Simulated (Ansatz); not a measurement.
# SrIr2: a prediction, then the measurements

Level of theory: Ansatz 0.2.0, DFT r2SCAN, scalar-relativistic, plane waves, PAW.

Settings: cutoff 500 eV, Γ-centred mesh 8×8×8 on the computed 6-atom cell, Gaussian smearing of 0.10 eV; no spin polarisation.

Relaxed structure, symmetry kept:

```xyz
6
Lattice="0.0000 3.8484 3.8484 3.8484 0.0000 3.8484 3.8484 3.8484 0.0000" Properties=species:S:1:pos:R:3 pbc="T T T"
Sr    0.0000    0.0000    0.0000
Sr    1.9242    1.9242    1.9242
Ir    4.8104    4.8104    4.8104
Ir    4.8104    2.8863    2.8863
Ir    2.8863    2.8863    4.8104
Ir    2.8863    4.8104    2.8863
```

- Space group: Fd-3m (No. 227)
- Volume per atom: 19.00 Å³
- Formation energy from the elements' standard states (uncorrected): -0.324 eV/atom
- Generalised Kohn–Sham band gap: none (metal)
- Density of states at the Fermi level: 7.51 states/eV per cell
- Löwdin character within 0.5 eV of the Fermi level: Ir 5d 91 %, unprojected 5 %
- Bulk modulus: 161 GPa
- Its pressure derivative: 4.8
- Bader charges (e): Sr (2 in the cell) 1.33, Ir (4 in the cell) -0.67

Spin-orbit coupling is left out, which matters for the bands of heavy elements.

**What was measured.**

“Strong-coupling superconductivity of SrIr2 and SrRh2: Phonon engineering of metallic Ir and Rh”, 2021, arxiv:2108.03692 reports, for a powder of SrIr2 at 300 K: lattice constant a 7.7932 ± 0.0001 Å.

Measured lattice constant a of SrIr2: 7.7932 Å (300 K; powder; the paper above). This calculation gives 7.697 Å (-1.2 %). The calculation is for 0 K without zero-point motion.

Cost: 6 runs of about 3.9 core-minutes in all, on Intel Xeon Platinum 8488C (Sapphire Rapids) (shared hosts).